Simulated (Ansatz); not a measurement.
# AlH7NP: a nudged elastic band in two tries

The task is a band of images between two relaxed ends.

All numbers below are computed with Ansatz 0.2.0 (RKS r2SCAN-D4/6-31G*).

## (1) Starting point

Bond lengths: Al1–H2 1.591 Å, Al1–N3 1.781 Å, N3–H4 1.013 Å, N3–H5 1.013 Å, Al1–H6 1.590 Å, P7–H8 1.427 Å, P7–H9 1.424 Å, P7–H10 1.425 Å. Angles: H2–Al1–N3 117.4°, H2–Al1–H6 124.8°, N3–Al1–H6 117.7°, Al1–N3–H4 124.8°, Al1–N3–H5 124.9°, H4–N3–H5 110.3°, H8–P7–H9 93.3°, H8–P7–H10 93.4°, H9–P7–H10 93.4°.

Coordinates:

```xyz
10

Al    0.1379   -0.1447   -0.1759
H    -0.1250   -0.8728    1.2137
N     1.7918   -0.2038   -0.8335
H     2.5790   -0.6509   -0.3793
H     2.0792    0.2011   -1.7163
H    -0.9816    0.5670   -1.0527
P     0.3337    3.0226    1.6888
H     1.3298    2.2627    1.0063
H    -0.5294    3.0619    0.5563
H    -0.2953    1.8665    2.2358
```

## (2) First attempt

input.yaml

```yaml
crystal:
  periodic: [false, false, false]
  atoms:
    - { symbol: Al, position_ang: [0.137878, -0.144681, -0.175898] }
    - { symbol: H, position_ang: [-0.124954, -0.872811, 1.213654] }
    - { symbol: "N", position_ang: [1.791768, -0.203826, -0.83349] }
    - { symbol: H, position_ang: [2.578976, -0.650929, -0.379308] }
    - { symbol: H, position_ang: [2.079199, 0.201093, -1.716311] }
    - { symbol: H, position_ang: [-0.98158, 0.566971, -1.052654] }
    - { symbol: P, position_ang: [0.33373, 3.022559, 1.688781] }
    - { symbol: H, position_ang: [1.329761, 2.262682, 1.006308] }
    - { symbol: H, position_ang: [-0.529444, 3.061879, 0.5563] }
    - { symbol: H, position_ang: [-0.295335, 1.866463, 2.235819] }
magnetization:
  spin_polarized: true
  initial_magnetization: 1
basis:
  gaussian: { orbitals: "6-31G*" }
hamiltonian:
  xc: r2scan
  dispersion: d4
neb:
  order_check: false
  images: 5
  f_tol: 0.05
  max_iterations: 8
  final_atoms:
    - { symbol: Al, position_ang: [0.31004829, 0.9000566, -0.3552177] }
    - { symbol: H, position_ang: [-0.46768764, -0.94633661, 2.26257245] }
    - { symbol: "N", position_ang: [1.7932501, 0.0124046, -0.77599186] }
    - { symbol: H, position_ang: [1.80306701, -0.85443951, -1.30080972] }
    - { symbol: H, position_ang: [2.73780644, 0.27920823, -0.52560271] }
    - { symbol: H, position_ang: [-1.08084653, 0.31257572, -0.8549589] }
    - { symbol: P, position_ang: [0.467378, 2.79811127, 1.00019077] }
    - { symbol: H, position_ang: [1.6723924, 3.27324765, 0.4004496] }
    - { symbol: H, position_ang: [-0.37966717, 3.58848793, 0.16785603] }
    - { symbol: H, position_ang: [-0.53574187, -0.25391588, 2.52471306] }
  initial_path:
    images:
      - { positions_ang: [[0.137878, -0.144681, -0.175898], [-0.124954, -0.872811, 1.213654], [1.791768, -0.203826, -0.83349], [2.578976, -0.650929, -0.379308], [2.079199, 0.201093, -1.716311], [-0.98158, 0.566971, -1.052654], [0.33373, 3.022559, 1.688781], [1.329761, 2.262682, 1.006308], [-0.529444, 3.061879, 0.5563], [-0.295335, 1.866463, 2.235819]] }
      - { positions_ang: [[0.10408395, -0.10107912, -0.12910449], [-0.10461081, -0.58911856, 1.43304423], [1.77680558, -0.12586931, -0.85786788], [2.46870752, -0.72572943, -0.63157604], [2.11610495, 0.45395096, -1.53022589], [-1.07812978, 0.36359968, -0.99696127], [0.23911781, 2.82518237, 1.38915138], [1.06648235, 2.33456324, 1.37814086], [-0.05689277, 3.11123809, 0.35406847], [-0.21166979, 1.56266209, 2.13453163]] }
      - { positions_ang: [[0.07028991, -0.05747725, -0.08231097], [-0.08426762, -0.30542612, 1.65243445], [1.76184315, -0.04791261, -0.88224576], [2.35843904, -0.80052986, -0.88384407], [2.15301089, 0.70680892, -1.34414078], [-1.17467956, 0.16022835, -0.94126855], [0.14450562, 2.62780575, 1.08952176], [0.80320369, 2.40644447, 1.74997371], [0.41565845, 3.16059718, 0.15183695], [-0.12800457, 1.25886118, 2.03324426]] }
      - { positions_ang: [[0.03649586, -0.01387537, -0.03551746], [-0.06392444, -0.02173369, 1.87182468], [1.74688073, 0.03004408, -0.90662363], [2.24817055, -0.8753303, -1.13611211], [2.18991684, 0.95966688, -1.15805567], [-1.27122933, -0.04314297, -0.88557582], [0.04989343, 2.43042912, 0.78989214], [0.53992504, 2.47832571, 2.12180657], [0.88820968, 3.20995627, -0.05039458], [-0.04433936, 0.95506026, 1.93195689]] }
      - { positions_ang: [[0.12768, 0.29076862, -0.1420842], [-0.19851217, -0.32993466, 2.00207393], [1.76233718, 0.02416425, -0.86307971], [2.0998027, -0.8683667, -1.19101131], [2.3725467, 0.73284733, -0.94723802], [-1.2077684, 0.07542993, -0.87537018], [0.18905495, 2.55298984, 0.85999168], [0.91741416, 2.74329969, 1.54802091], [0.46558406, 3.33613349, 0.02235562], [-0.2081402, 0.55206822, 2.12954228]] }
      - { positions_ang: [[0.21886414, 0.59541261, -0.24865095], [-0.33309991, -0.63813564, 2.13232319], [1.77779364, 0.01828443, -0.81953579], [1.95143485, -0.8614031, -1.24591052], [2.55517657, 0.50602778, -0.73642037], [-1.14430747, 0.19400282, -0.86516454], [0.32821648, 2.67555055, 0.93009122], [1.29490328, 3.00827367, 0.97423525], [0.04295844, 3.46231071, 0.09510583], [-0.37194103, 0.14907617, 2.32712767]] }
      - { positions_ang: [[0.31004829, 0.9000566, -0.3552177], [-0.46768764, -0.94633661, 2.26257245], [1.7932501, 0.0124046, -0.77599186], [1.80306701, -0.85443951, -1.30080972], [2.73780644, 0.27920823, -0.52560271], [-1.08084653, 0.31257572, -0.8549589], [0.467378, 2.79811127, 1.00019077], [1.6723924, 3.27324765, 0.4004496], [-0.37966717, 3.58848793, 0.16785603], [-0.53574187, -0.25391588, 2.52471306]] }
```

Run with:

```bash
$ ansatz run input.yaml --threads 1 --pin off --max-ram 2048MiB --backend cpu --events-out ev --progress --plain --runs-dir out
```

**Question.** What will these runs give? Wanted: first try.

The runs gave:

| quantity | value |
| --- | --- |
| first try | refused |
| cause | the number of unpaired electrons doesn't fit the number of electrons: even goes with even, odd with odd |

The fault in the first input was caught at the input check and cost nothing.
